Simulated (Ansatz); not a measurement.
Start from `BCB` and change one atom or group to get `BCCl`.

Ansatz, PBE0-D4/def2-TZVP geometries, multiplicity 1. 

| property | `BCB` |
| --- | --- |
| size of the dipole moment (ωB97M-V/def2-TZVPP) / D | 0.79 |
| LUMO energy (B3LYP/def2-TZVPP) / eV | -2.09 |
| LUMO energy (ωB97M-V/def2-TZVPP) / eV | 0.06 |
| zero-point energy (PBE0-D4/def2-TZVP) / kJ/mol | 176.5 |
| HOMO–LUMO gap (ωB97M-V/def2-TZVPP) / eV | 11.42 |
| LUMO energy (PBE0/def2-TZVPP) / eV | -1.86 |

Task: Give the same properties after the change, and the shifts. (An estimate is asked.)

Result: Ansatz gave: 
| property | `BCCl` | shift |
| --- | --- | --- |
| size of the dipole moment (ωB97M-V/def2-TZVPP) / D | 1.81 | 1.02 |
| LUMO energy (B3LYP/def2-TZVPP) / eV | -2.03 | 0.06 |
| LUMO energy (ωB97M-V/def2-TZVPP) / eV | 0.17 | 0.11 |
| zero-point energy (PBE0-D4/def2-TZVP) / kJ/mol | 125.3 | -51.2 |
| HOMO–LUMO gap (ωB97M-V/def2-TZVPP) / eV | 10.67 | -0.75 |
| LUMO energy (PBE0/def2-TZVPP) / eV | -1.79 | 0.07 |

With PBE0 the HOMO rises by 0.82 eV and the LUMO rises by 0.07 eV, so the gap narrows by about 0.75 eV. PBE moves the HOMO by 0.84 eV and ωB97M-V by 0.85 eV. The zero-point energy changes by -51.2 kJ/mol with -6 modes. Dipoles are sizes alone; their direction can turn.

B3LYP here is the variant with VWN-RPA as its local correlation; programs differ in this.
